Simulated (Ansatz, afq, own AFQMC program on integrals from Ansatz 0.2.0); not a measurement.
Integrals from Ansatz 0.2.0, then the random walk in our own AFQMC program (afq).

```yaml
crystal:
  periodic: [false, false, false]
  atoms:
    - {symbol: Al, position_ang: [-0.022898, 0.000000, 0.584948]}
    - {symbol: C, position_ang: [0.045057, -0.000001, -1.195748]}
    - {symbol: H, position_ang: [0.160619, 0.000001, 2.146962]}
    - {symbol: H, position_ang: [-0.042277, 0.912507, -1.778398]}
    - {symbol: H, position_ang: [-0.042277, -0.912509, -1.778397]}
basis:
  gaussian: {orbitals: cc-pVDZ}
magnetization: {spin_polarized: false}
correlation: {method: ccsd_t, electrons: outside_noble_gas, hamiltonian_folder: ham}
```

```sh
$ ansatz run in.yaml --threads 1 --pin off --events-out ev --progress --plain --max-ram 1382MiB
```

afq runs on the folder ham with

```
--method phaseless --trial cisd --walkers 60 --populations 1 --least-time 40 --time-step 0.005 --steps-per-block 50 --equilibration-blocks 28 --max-blocks 300 --target-error 0.00038 --factor-cut 1e-05 --seed 7926 --release-times 0.24,0.51,0.99,1.62,2.4 --release-step 0.03 --release-every 4 --taylor-order 6
```

Times are imaginary, in 1/Eh. The walk had a cap of 656 s.

Output of the walk:

```
orbitals 41  electrons 5 5  factors 322 of 443
reference energy -281.42588579 Eh
CCSD correlation -0.23551528 Eh in 12 cycles, weight of the determinant in the CISD state 0.8709
energy of the start -281.661401 Eh
 block  time / (1/Eh)  mean weight  energy / Eh
     1     0.250  1.0003  -281.658277
     2     0.500  1.0004  -281.658652
     3     0.750  1.0009  -281.665723
     4     1.000  0.9985  -281.666247
     5     1.250  1.0023  -281.661564
     9     2.250  0.9998  -281.672246
    33     8.250  1.0001  -281.672996
    65    16.250  0.9981  -281.666419
    81    20.250  1.0015  -281.682489
    97    24.250  0.9997  -281.666180
   129    32.250  0.9984  -281.668104
   161    40.250  0.9997  -281.665711
   193    48.250  1.0000  -281.667598
   225    56.250  1.0005  -281.676698
   257    64.250  0.9994  -281.670912
   289    72.250  1.0010  -281.663617
   321    80.250  1.0004  -281.663157
blocks merged  error / Eh  count
     1  0.000340  300
     2  0.000427  150
     4  0.000516  75
     8  0.000601  37
    16  0.000506  18
    32  0.000456  9
released: time / (1/Eh)  energy / Eh  error  mean overlap
  0.24  -281.671668  0.000721  0.9954
  0.51  -281.671537  0.000543  0.9933
  0.99  -281.671549  0.000483  0.9923
  1.62  -281.671700  0.000582  0.9997
  2.40  -281.671440  0.000647  1.0117
energy -281.671738 +/- 0.000601 Eh
(rows thinned)
```

The run passed its tests (sampling time, drift between the halves within three errors, error under three times the target), which doesn't prove that it has relaxed.

Against this walk (error 16.4 meV) on the same determinant: CCSD(T) 37.9 meV higher, CCSDT(Q) 10.2 meV lower (within the noise). The error is statistical and leaves out the bias of the constraint. Released to 2.40 1/Eh the energy moves by 8 ± 24 meV (both errors), within twice the noise.

Cautions: constraint bias not in the error; error above the target (16.4 against 10.3 meV); higher spins were not checked; restricted determinant unstable towards unrestricted (UHF 93 meV lower, ⟨S²⟩ 0.39).

The walk took 4.5 min on 1 thread of Arm Neoverse V1, with other jobs on the host. The log's last line is the phaseless energy.

CCSDT and higher add their correlation energy to the determinant of the CCSD(T) run, since their own runs factorise the integrals more tightly (a shift of under 2 meV). A walk keeps the symmetry of its determinant, which the program's search chose and which needn't be the lowest solution, so a lower state of the same spin and another symmetry isn't excluded.
